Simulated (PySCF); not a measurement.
NaC: a composite coupled-cluster calculation

State: ⁴Σ⁻, quartet, unpaired electrons σ ↑, π ↑↑. De refers to Na + C. ROHF-based CCSD(T) in PySCF 2.14 with Na cc-pCVDZ, C aug-cc-pVDZ and Na cc-pCVTZ, C aug-cc-pVTZ (frozen core orbitals: 2; no relativity). Correlation energies are extrapolated as n⁻³ (n = 2, 3), Hartree–Fock as (n+1)·exp(−9√n). CV is the change on freezing 1 orbitals instead, in Na cc-pCVTZ, C cc-pwCVTZ. SR is the spin-free X2C energy in Na cc-pCVTZ-DK, C cc-pVTZ-DK less the non-relativistic one in Na cc-pCVTZ, C cc-pVTZ.

```csv
Level,Re (Å),ωe (cm⁻¹),ωexe (cm⁻¹),αe (cm⁻¹),De (eV)
CCSD(T)/DZ,2.2697,425.1,2.95,0.00440,1.858
CCSD(T)/TZ,2.2433,435.8,2.92,0.00448,1.949
HF/CBS,2.2437,450.3,2.96,0.00435,1.404
MP2/CBS,2.2321,442.2,2.87,0.00448,2.027
CCSD/CBS,2.2339,442.3,2.93,0.00449,1.912
CCSD(T)/CBS,2.2360,439.2,2.92,0.00451,1.978
CCSD(T)/CBS+CV,2.2341,440.1,2.92,0.00451,1.989
CCSD(T)/CBS+CV+SR,2.2331,440.2,2.93,0.00452,1.983
```

How much is left between CCSD(T)/TZ and the basis-set limit, and how much do the triples give at the limit?

CCSD(T)/CBS less CCSD(T)/TZ: -7.3 mÅ in Re, +3.4 cm⁻¹ in ωe and +0.029 eV in De. CCSD(T)/CBS less CCSD/CBS: +2.1 mÅ in Re, -3.1 cm⁻¹ in ωe and +0.066 eV in De.

What do the later terms add?

CV: -1.9 mÅ in Re, +0.9 cm⁻¹ in ωe and +0.011 eV in De; SR: -1.0 mÅ in Re, +0.1 cm⁻¹ in ωe and -0.006 eV in De, each against the row above.

The T1 diagnostic is 0.016. The state was picked by a PBE0 search and need not be the measured ground state. Spin–orbit coupling, excitations beyond (T) and corrections to the Born–Oppenheimer picture are left out.

The whole job (state search and all basis sets along the bond) took about 37 min on 4 threads of Arm Neoverse N1 (shared host), peak memory 6.4 GiB.
